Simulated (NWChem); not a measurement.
# AlO (oxoaluminum) at UCR-CCSD(T)/DGauss-TZVP

What is the energy change on altering one bond length of AlO (oxoaluminum) at UCR-CCSD(T)/DGauss-TZVP? 

Program for the calculation: NWChem 7.3.0.

## 1. The system as given

AlO: 2 atoms, total charge 0, spin state doublet. As SMILES, `[O]=[Al]`. Geometry: a GFN2-xTB relaxation, a rough one for these elements and not checked as a minimum.

Bond lengths: O1–Al2 1.570 Å.

## 2. A single-point energy at UCR-CCSD(T)/DGauss-TZVP

Contents of mymol.nw:

```
start mymol
memory 2200 mb
charge 0
geometry units angstrom noautosym nocenter noautoz
   O      0.000000     0.000000     0.000000
   Al     0.000000     0.000000     1.570050
end
basis spherical bse
   * library DGauss-TZVP
end
scf
   nopen 1
   uhf
   maxiter 60
end
tce
   scf
   cr-ccsd(t)
   freeze core 6
   maxiter 100
end
task tce energy
```

The run is started by

```sh
nwchem mymol.nw > mymol.out
```

The program printed:

```text
[...]
  functions       =    40
[...]
  wavefunction    = UHF
[...]
         Total SCF energy =   -316.733175506401
      One electron energy =   -510.639764102596
      Two electron energy =    158.853925371476
 Nuclear repulsion energy =     35.052663224718
                       Sz =      0.5000
                 Sz(Sz+1) =      0.7500
                      S^2 =      0.8042
[...]
         Wavefunction type : Unrestricted Hartree-Fock
          No. of electrons :    21
[...]
         Spin multiplicity : doublet
[...]
 CCSD total energy / hartree       =      -316.980945127147777
[...]
 CR-CCSD[T] total energy / hartree       =      -316.991046425241734
[...]
 CR-CCSD(T) total energy / hartree       =      -316.988994627537693
[...]
```

Wall time 8.4 s (1 thread of AMD EPYC 7B13 (Zen 3), shared host); peak memory 0.15 GiB.

## 3. The distorted shape at the same level

Contents of a.nw:

```
start a
memory total 2200 mb

geometry units angstrom noautosym nocenter noautoz
  O    -0.034248    0.033158   -0.031139
  Al    0.008655   -0.020436    1.579049
end

basis spherical bse
  * library DGauss-TZVP
end

scf
  nopen 1
  uhf
  maxiter 60
end

tce
  scf
  cr-ccsd(t)
  freeze core 6
  maxiter 100
end

task tce energy
```

The run is started by

```sh
nwchem a.nw > a.out
```

The program printed:

```text
[...]
  functions       =    40
[...]
  wavefunction    = UHF
[...]
         Total SCF energy =   -316.738275166152
      One electron energy =   -508.786336835919
      Two electron energy =    157.900197216200
 Nuclear repulsion energy =     34.147864453566
                       Sz =      0.5000
                 Sz(Sz+1) =      0.7500
                      S^2 =      0.8018
[...]
         Wavefunction type : Unrestricted Hartree-Fock
          No. of electrons :    21
[...]
         Spin multiplicity : doublet
[...]
 CCSD total energy / hartree       =      -316.984441338986414
[...]
 CR-CCSD[T] total energy / hartree       =      -316.994588154305973
[...]
 CR-CCSD(T) total energy / hartree       =      -316.992372321573441
[...]
```

It took 8.4 s on 1 thread of AMD EPYC 7B13 (Zen 3), shared host; peak memory 0.15 GiB.

## 4. Results

Level: UCR-CCSD(T)/DGauss-TZVP, 6 core orbitals frozen.

| quantity | value |
| --- | --- |
| first shape: total energy | -316.98899 Eh |
| first shape: HOMO energy (Hartree–Fock orbitals) (highest over α and β) | -9.68 eV |
| first shape: LUMO energy (Hartree–Fock orbitals) (lowest over α and β) | 0.21 eV |
| first shape: correlation energy (6 core orbitals frozen) | -255.8 mEh |
| first shape: ⟨S²⟩ of the reference determinant | 0.804 |
| distorted shape: total energy | -316.99237 Eh |
| distorted shape: HOMO energy (Hartree–Fock orbitals) (highest over α and β) | -9.65 eV |
| distorted shape: LUMO energy (Hartree–Fock orbitals) (lowest over α and β) | 0.41 eV |
| distorted shape: correlation energy (6 core orbitals frozen) | -254.1 mEh |
| distorted shape: ⟨S²⟩ of the reference determinant | 0.802 |
| energy change with the O1–Al2 bond stretched from 1.570 to 1.612 Å | -0.092 eV |

What this shows: With the O1–Al2 bond stretched from 1.570 to 1.612 Å the energy falls by 0.09 eV (8.9 kJ/mol). The first shape isn't relaxed at this level, so the change isn't measured from a minimum.
